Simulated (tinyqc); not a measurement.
Worked calculation (part 2 of 2): CCSD on RHF in the sto-6g basis, frozen core, for H2O, spin multiplicity 1. Computed by tinyqc, a small Python program that keeps every step (integrals from PySCF). Command: `OMP_NUM_THREADS=1 python tinyqc.py 21445 21446 out.jsonl` (the two numbers bound the seeds that draw the settings). One thread of a shared host (Intel(R) Xeon(R) Processor @ 2.60GHz), about 0.4 s of CPU time with the checks.

Geometry (angstrom):
```
atom       x        y       z
O     0.0000   0.0000  0.0000
H     0.0000   0.9180  0.6520
H     0.0000  -0.9710  0.6900
```

## CCSD: amplitude update 2

Amplitudes after update 1 (spin orbitals 1a, 1b, ...; amplitudes related by a flip of all spins are not repeated; the 24 largest):
```
from      to        t
3a 3b  7a 7b  -0.0948
4a 4b  6a 6b  -0.0841
3a 4b  6b 7a  -0.0678
3a 3b  6a 6b  -0.0594
4a 4b  7a 7b  -0.0470
3a 4b  6a 7b   0.0444
2a 4b  6a 6b  -0.0343
2a 2b  6a 6b  -0.0307
2a 3b  6a 7b   0.0293
3a 4b  6a 6b   0.0257
5a 5b  6a 6b  -0.0244
3a 4a  6a 7a  -0.0234
2a 2b  7a 7b  -0.0225
2a 3b  6b 7a  -0.0157
5a 5b  7a 7b  -0.0153
3a 4b  7a 7b  -0.0151
2a 3a  6a 7a   0.0136
4a        6a   0.0119
2a 3b  7a 7b  -0.0094
2a 3b  6a 6b   0.0072
2a 4b  6b 7a  -0.0071
4a 4b  6a 7b  -0.0067
2a 4b  6a 7b   0.0057
2a 4b  7a 7b   0.0046
```

Two-electron integrals over orbitals (pq|rs), unique and non-zero (hartree); the lowest 1 orbital is frozen and left out:
```
(22|22) 0.7287      (32|22) 0.0021      (32|32) 0.1259      (33|22) 0.6058
(33|32) 2.06e-04    (33|33) 0.5815      (42|22) -0.0323     (42|32) 0.0036
(42|33) 0.0018      (42|42) 0.1301      (43|22) 0.0114      (43|32) 0.0289
(43|33) 0.0082      (43|42) -0.0115     (43|43) 0.0583      (44|22) 0.6599
(44|32) -0.0132     (44|33) 0.5569      (44|42) -0.0893     (44|43) 0.0069
(44|44) 0.6865      (52|52) 0.1532      (53|52) -0.0058     (53|53) 0.0260
(54|52) -0.0409     (54|53) 0.0028      (54|54) 0.0455      (55|22) 0.7606
(55|32) -0.0084     (55|33) 0.5934      (55|42) -0.0791     (55|43) 0.0139
(55|44) 0.6824      (55|55) 0.8807      (62|22) -0.1236     (62|32) 0.0117
(62|33) -0.0610     (62|42) -0.0376     (62|43) -0.0040     (62|44) -0.0581
(62|55) -0.1326     (62|62) 0.0908      (63|22) 0.0308      (63|32) 0.0360
(63|33) 0.0206      (63|42) -0.0111     (63|43) 0.0416      (63|44) 0.0129
(63|55) 0.0335      (63|62) -0.0136     (63|63) 0.0797      (64|22) -0.1391
(64|32) -0.0101     (64|33) -0.0506     (64|42) 0.0478      (64|43) -0.0161
(64|44) -0.1311     (64|55) -0.1577     (64|62) 0.0583      (64|63) -0.0314
(64|64) 0.1073      (65|52) -0.0480     (65|53) 0.0051      (65|54) -0.0080
(65|65) 0.0324      (66|22) 0.5799      (66|32) -0.0264     (66|33) 0.5367
(66|42) 0.0446      (66|43) -0.0229     (66|44) 0.5417      (66|55) 0.5678
(66|62) -0.0848     (66|63) -0.0167     (66|64) -0.0466     (66|66) 0.5816
(72|22) 0.0310      (72|32) 0.0578      (72|33) 0.0075      (72|42) -0.0006
(72|43) -0.0258     (72|44) 0.0198      (72|55) 0.0320      (72|62) -0.0055
(72|63) -0.0243     (72|64) -0.0153     (72|66) 0.0176      (72|72) 0.0722
(73|22) 0.1719      (73|32) -0.0209     (73|33) 0.0872      (73|42) -0.0718
(73|43) -1.80e-05   (73|44) 0.1404      (73|55) 0.2039      (73|62) -0.0633
(73|63) 0.0073      (73|64) -0.1002     (73|66) 0.0516      (73|72) 0.0191
(73|73) 0.1602      (74|22) 0.0069      (74|32) -0.0666     (74|33) 0.0023
(74|42) 0.0020      (74|43) -0.0152     (74|44) 0.0145      (74|55) 0.0108
(74|62) -0.0110     (74|63) -0.0534     (74|64) 0.0071      (74|66) 0.0268
(74|72) -0.0154     (74|73) 0.0216      (74|74) 0.0666      (75|52) 0.0112
(75|53) 0.0233      (75|54) -0.0009     (75|65) -0.0016     (75|75) 0.0259
(76|22) -0.0020     (76|32) -0.0780     (76|33) -0.0007     (76|42) -0.0086
(76|43) -0.0611     (76|44) 0.0146      (76|55) 0.0041      (76|62) 0.0037
(76|63) -0.0627     (76|64) 0.0164      (76|66) 0.0324      (76|72) 0.0006
(76|73) 0.0250      (76|74) 0.0535      (76|76) 0.1019      (77|22) 0.6084
(77|32) 0.0314      (77|33) 0.5752      (77|42) -0.0199     (77|43) 0.0271
(77|44) 0.5679      (77|55) 0.6066      (77|62) -0.0586     (77|63) 0.0429
(77|64) -0.0621     (77|66) 0.5290      (77|72) 0.0152      (77|73) 0.0901
(77|74) -0.0207     (77|76) -0.0331     (77|77) 0.6052
```

orbital energies (hartree): MO1 -20.5261, MO2 -1.1968, MO3 -0.5327, MO4 -0.4219, MO5 -0.3900, MO6 0.4098, MO7 0.5442

t_i^a D_i^a and t_ij^ab D_ij^ab are set to the remaining terms of the spin-orbital equations, evaluated with the old amplitudes; for the doubles these are <ij||ab> + 1/2 <ab||ef> t_ij^ef + 1/2 <mn||ij> t_mn^ab + P(ij)P(ab) <mb||ej> t_im^ae + terms in t^2 + terms with t1, D the orbital-energy denominators.

Amplitudes after update 2 (spin orbitals 1a, 1b, ...; amplitudes related by a flip of all spins are not repeated; the 24 largest):
```
from      to        t
3a 3b  7a 7b  -0.1017
4a 4b  6a 6b  -0.0934
3a 4b  6b 7a  -0.0735
3a 3b  6a 6b  -0.0659
3a 4b  6a 7b   0.0531
4a 4b  7a 7b  -0.0524
2a 4b  6a 6b  -0.0381
2a 2b  6a 6b  -0.0307
2a 3b  6a 7b   0.0303
3a 4b  6a 6b   0.0293
5a 5b  6a 6b  -0.0256
2a 2b  7a 7b  -0.0222
3a 4a  6a 7a  -0.0204
4a        6a   0.0191
2a 3b  6b 7a  -0.0187
3a 4b  7a 7b  -0.0172
5a 5b  7a 7b  -0.0151
2a 3a  6a 7a   0.0117
2a 3b  7a 7b  -0.0104
4a 4b  6a 7b  -0.0081
2a 3b  6a 6b   0.0077
2a 4b  6b 7a  -0.0073
2a 4b  6a 7b   0.0062
2a 4b  7a 7b   0.0036
```

correlation energy = -0.076891 hartree

## CCSD: convergence

E_corr = 1/4 sum <ij||ab> t_ij^ab + 1/2 sum <ij||ab> t_i^a t_j^b; stop when the norm of the change is below 1e-8.

Course of the amplitude iterations:
```
update  correlation energy (hartree)  norm of the change
0                          -0.055295                   -
1                          -0.071171            1.09e-01
2                          -0.076891            4.77e-02
3                          -0.079288            2.30e-02
4                          -0.080377            1.17e-02
5                          -0.080895            6.24e-03
6                          -0.081150            3.45e-03
7                          -0.081279            1.96e-03
8                          -0.081346            1.14e-03
9                          -0.081381            6.65e-04
10                         -0.081401            3.92e-04
11                         -0.081412            2.33e-04
12                         -0.081418            1.38e-04
13                         -0.081421            8.22e-05
...                              ...                 ...
18                         -0.081425            6.22e-06
19                         -0.081426            3.72e-06
20                         -0.081426            2.22e-06
21                         -0.081426            1.33e-06
22                         -0.081426            7.93e-07
23                         -0.081426            4.74e-07
24                         -0.081426            2.83e-07
25                         -0.081426            1.69e-07
26                         -0.081426            1.01e-07
27                         -0.081426            6.05e-08
28                         -0.081426            3.62e-08
29                         -0.081426            2.16e-08
30                         -0.081426            1.29e-08
31                         -0.081426            7.73e-09
```

Converged amplitudes (spin orbitals 1a, 1b, ...; amplitudes related by a flip of all spins are not repeated; the 24 largest):
```
from      to        t
3a 3b  7a 7b  -0.1076
4a 4b  6a 6b  -0.1055
3a 4b  6b 7a  -0.0783
3a 3b  6a 6b  -0.0676
3a 4b  6a 7b   0.0622
4a 4b  7a 7b  -0.0571
2a 4b  6a 6b  -0.0410
3a 4b  6a 6b   0.0323
2a 2b  6a 6b  -0.0304
2a 3b  6a 7b   0.0298
4a        6a   0.0294
5a 5b  6a 6b  -0.0258
2a 2b  7a 7b  -0.0211
2a 3b  6b 7a  -0.0205
3a 4b  7a 7b  -0.0192
3a 4a  6a 7a  -0.0162
5a 5b  7a 7b  -0.0142
2a 3b  7a 7b  -0.0110
2a 3a  6a 7a   0.0093
4a 4b  6a 7b  -0.0091
2a 3b  6a 6b   0.0079
2a 4b  6b 7a  -0.0073
2a 4b  6a 7b   0.0066
2a        6a  -0.0047
```

CCSD total energy = -75.708197 hartree

T1 diagnostic, norm of the one-spin t1 over sqrt(correlated electrons) = 0.0106

Converged in 31 updates.
